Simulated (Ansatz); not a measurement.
**Nudged elastic band run: BFH$_{3}$**

The input (input.yaml):

```yaml
crystal:
  periodic: [false, false, false]
  atoms:
    - { symbol: B, position_ang: [0.0, 0.005101, -0.277332] }
    - { symbol: F, position_ang: [0.0, 0.044102, 1.048771] }
    - { symbol: H, position_ang: [1.079383, -0.0114, -0.842008] }
    - { symbol: H, position_ang: [-1.079383, -0.0114, -0.842008] }
    - { symbol: H, position_ang: [0.0, -0.026402, 4.082578] }
magnetization:
  spin_polarized: true
  initial_magnetization: 1
basis:
  gaussian: { orbitals: def2-SVP }
hamiltonian:
  xc: pbe
  dispersion: d4
neb:
  order_check: false
  images: 5
  f_tol: 0.03
  max_iterations: 60
  final_atoms:
    - { symbol: B, position_ang: [-0.1537256, -0.07802866, 0.52049779] }
    - { symbol: F, position_ang: [-0.13147729, -1.42146313, 0.64663531] }
    - { symbol: H, position_ang: [1.03532468, 0.4678305, 0.56934779] }
    - { symbol: H, position_ang: [-0.98007276, 0.48013716, -0.1690497] }
    - { symbol: H, position_ang: [0.22995098, 0.55152513, 1.60256982] }
  initial_path:
    images:
      - { positions_ang: [[0.0, 0.005101, -0.277332], [0.0, 0.044102, 1.048771], [1.079383, -0.0114, -0.842008], [-1.079383, -0.0114, -0.842008], [0.0, -0.026402, 4.082578]] }
      - { positions_ang: [[0.0, 0.00324009, -0.18488787], [0.0, 0.02963857, 1.22251398], [1.06308867, -0.00791134, -0.75967181], [-1.06308867, -0.00791134, -0.75967181], [0.0, -0.01705498, 3.65171853]] }
      - { positions_ang: [[0.0, 0.00137918, -0.09244374], [0.0, 0.01517513, 1.39625695], [1.04679433, -0.00442268, -0.67733563], [-1.04679433, -0.00442268, -0.67733563], [0.0, -0.00770795, 3.22085905]] }
      - { positions_ang: [[0.0, -0.00048173, 3.8e-07], [0.0, 0.0007117, 1.56999993], [1.0305, -0.00093402, -0.59499944], [-1.0305, -0.00093402, -0.59499944], [0.0, 0.00163907, 2.78999958]] }
      - { positions_ang: [[-0.05124187, -0.02633071, 0.17349952], [-0.04382576, -0.47334658, 1.26221172], [1.03210823, 0.15532082, -0.2068837], [-1.01369092, 0.15942304, -0.4530162], [0.07665033, 0.18493442, 2.39418966]] }
      - { positions_ang: [[-0.10248373, -0.05217968, 0.34699865], [-0.08765153, -0.94740485, 0.95442351], [1.03371645, 0.31157566, 0.18123205], [-0.99688184, 0.3197801, -0.31103295], [0.15330065, 0.36822978, 1.99837974]] }
      - { positions_ang: [[-0.1537256, -0.07802866, 0.52049779], [-0.13147729, -1.42146313, 0.64663531], [1.03532468, 0.4678305, 0.56934779], [-0.98007276, 0.48013716, -0.1690497], [0.22995098, 0.55152513, 1.60256982]] }
```

Launched with:

```bash
$ ansatz run input.yaml --threads 1 --pin off --max-ram 2048MiB --backend cpu --events-out ev --progress --plain --runs-dir out
```

Output, in part (warnings, iteration lines, the closing report on the highest movable image, with atoms numbered from 0):

```
NEB end point (image 0): max|allowed force component| = 9.060e-4 eV/Å (the criterion of neb.relax_end_points is 1.000e-2)
NEB end point (image 6): max|allowed force component| = 7.162e-3 eV/Å (the criterion of neb.relax_end_points is 1.000e-2)
NEB iter   1: max|band force component| = 2.070e1 eV/Å  barrier→ = 3.1085 eV  barrier← = 3.7732 eV  Δτ_max = 0.2000 Å  (330 SCF iters)
NEB iter   2: max|band force component| = 3.591e0 eV/Å  barrier→ = 1.7315 eV  barrier← = 2.3961 eV  Δτ_max = 0.1983 Å  (152 SCF iters)
NEB iter   3: max|band force component| = 2.424e0 eV/Å  barrier→ = 1.2736 eV  barrier← = 1.9382 eV  Δτ_max = 0.1877 Å  (151 SCF iters)
NEB iter   4: max|band force component| = 2.513e0 eV/Å  barrier→ = 1.0935 eV  barrier← = 1.7581 eV  Δτ_max = 0.1974 Å  (137 SCF iters)
NEB iter   5: max|band force component| = 3.387e0 eV/Å  barrier→ = 0.8564 eV  barrier← = 1.5211 eV  Δτ_max = 0.0993 Å  (137 SCF iters)
NEB iter   6: max|band force component| = 1.537e0 eV/Å  barrier→ = 0.4962 eV  barrier← = 1.1608 eV  Δτ_max = 0.1974 Å  (132 SCF iters)
NEB iter   7: max|band force component| = 1.299e0 eV/Å  barrier→ = 0.2563 eV  barrier← = 0.9209 eV  Δτ_max = 0.1925 Å  (136 SCF iters)
NEB iter   8: max|band force component| = 1.483e0 eV/Å  barrier→ = 0.1567 eV  barrier← = 0.8214 eV  Δτ_max = 0.1000 Å  (134 SCF iters)
NEB iter   9: max|band force component| = 6.938e-1 eV/Å  barrier→ = 0.0967 eV  barrier← = 0.7613 eV  Δτ_max = 0.2000 Å  (132 SCF iters)
NEB iter  10: max|band force component| = 3.182e0 eV/Å  barrier→ = 0.3024 eV  barrier← = 0.9671 eV  Δτ_max = 0.1028 Å  (143 SCF iters)
NEB iter  11: max|band force component| = 7.638e-1 eV/Å  barrier→ = 0.0487 eV  barrier← = 0.7133 eV  Δτ_max = 0.1976 Å  (130 SCF iters)
NEB iter  12: max|band force component| = 7.044e-1 eV/Å  barrier→ = 0.0565 eV  barrier← = 0.7212 eV  Δτ_max = 0.1633 Å  (138 SCF iters)
NEB iter  13: max|band force component| = 5.905e-1 eV/Å  barrier→ = 0.0478 eV  barrier← = 0.7125 eV  Δτ_max = 0.1939 Å  (135 SCF iters)
NEB iter  14: max|band force component| = 3.313e-1 eV/Å  barrier→ = 0.0361 eV  barrier← = 0.7008 eV  CI = image 3  Δτ_max = 0.1929 Å  (138 SCF iters)
NEB iter  15: max|band force component| = 3.016e-1 eV/Å  barrier→ = 0.0187 eV  barrier← = 0.6834 eV  CI = image 3  Δτ_max = 0.1870 Å  (133 SCF iters)
NEB iter  16: max|band force component| = 8.828e-1 eV/Å  barrier→ = 0.0276 eV  barrier← = 0.6923 eV  CI = image 2  Δτ_max = 0.1004 Å  (139 SCF iters)
NEB iter  17: max|band force component| = 1.841e0 eV/Å  barrier→ = 0.1024 eV  barrier← = 0.7671 eV  CI = image 1  Δτ_max = 0.0507 Å  (134 SCF iters)
NEB iter  18: max|band force component| = 1.143e0 eV/Å  barrier→ = 0.0485 eV  barrier← = 0.7131 eV  CI = image 2  Δτ_max = 0.0500 Å  (135 SCF iters)
NEB iter  19: max|band force component| = 2.988e-1 eV/Å  barrier→ = 0.0120 eV  barrier← = 0.6767 eV  CI = image 3  Δτ_max = 0.0786 Å  (133 SCF iters)
NEB iter  20: max|band force component| = 1.984e-1 eV/Å  barrier→ = 0.0092 eV  barrier← = 0.6739 eV  CI = image 3  Δτ_max = 0.0585 Å  (130 SCF iters)
NEB iter  21: max|band force component| = 8.020e-2 eV/Å  barrier→ = 0.0069 eV  barrier← = 0.6715 eV  CI = image 3  Δτ_max = 0.0461 Å  (130 SCF iters)
NEB iter  22: max|band force component| = 5.373e-2 eV/Å  barrier→ = 0.0058 eV  barrier← = 0.6704 eV  CI = image 3  Δτ_max = 0.0534 Å  (118 SCF iters)
NEB iter  23: max|band force component| = 6.274e-2 eV/Å  barrier→ = 0.0049 eV  barrier← = 0.6696 eV  CI = image 3  Δτ_max = 0.0267 Å  (126 SCF iters)
NEB iter  24: max|band force component| = 9.470e-2 eV/Å  barrier→ = 0.0046 eV  barrier← = 0.6692 eV  CI = image 3  Δτ_max = 0.0134 Å  (120 SCF iters)
NEB iter  25: max|band force component| = 1.492e-1 eV/Å  barrier→ = 0.0044 eV  barrier← = 0.6691 eV  CI = image 3  Δτ_max = 0.0067 Å  (127 SCF iters)
NEB iter  26: max|band force component| = 6.007e-2 eV/Å  barrier→ = 0.0043 eV  barrier← = 0.6690 eV  CI = image 3  Δτ_max = 0.0134 Å  (125 SCF iters)
NEB iter  27: max|band force component| = 2.750e-2 eV/Å  barrier→ = 0.0042 eV  barrier← = 0.6689 eV  CI = image 3  Δτ_max = 0.0000 Å  (244 SCF iters)
Total energy: -3433.48571297 eV, -126.1782726516 hartree
Atom 0 at    -0.365712    -0.254854     0.011859 Å, force    -0.021228    -0.023528     0.012883 eV/Å
Atom 1 at    -1.024433    -1.249994     0.592216 Å, force     0.008271     0.015710    -0.014145 eV/Å
Atom 2 at     0.567007     0.234368     0.624225 Å, force     0.002682     0.006242    -0.013477 eV/Å
Atom 3 at    -0.739761     0.101671    -1.091967 Å, force     0.007526    -0.000506     0.008133 eV/Å
Atom 4 at     1.562899     1.168810     3.033668 Å, force     0.002749     0.002081     0.006606 eV/Å
Dipole moment:     0.046155     0.068587    -0.036200 e Å
```

The run converged. The top lies less than 8 meV above the higher end, about what the thresholds resolve: that end is a shoulder or a very shallow well. A vibrational analysis at the climbing image gives no mode beyond 40i cm⁻¹: the surface is too flat there to confirm a saddle point.

Final band (atoms are numbered from 1 in the order of the input):

```json
{"image": "0", "path coordinate (Å)": "0.00", "energy (kJ/mol)": "0.0", "B1–H5 (Å)": "4.36"}
{"image": "1", "path coordinate (Å)": "1.26", "energy (kJ/mol)": "0.0", "B1–H5 (Å)": "3.88"}
{"image": "2", "path coordinate (Å)": "2.53", "energy (kJ/mol)": "0.1", "B1–H5 (Å)": "3.63"}
{"image": "3", "path coordinate (Å)": "3.79", "energy (kJ/mol)": "0.4", "B1–H5 (Å)": "3.86"}
{"image": "4", "path coordinate (Å)": "5.12", "energy (kJ/mol)": "0.3", "B1–H5 (Å)": "3.73"}
{"image": "5", "path coordinate (Å)": "6.46", "energy (kJ/mol)": "-1.9", "B1–H5 (Å)": "2.78"}
{"image": "6", "path coordinate (Å)": "7.79", "energy (kJ/mol)": "-64.1", "B1–H5 (Å)": "1.31"}
```

Run time: 53 s on 1 thread of AMD EPYC 9B45 (Zen 5), on a shared host, peak memory 0.12 GiB.
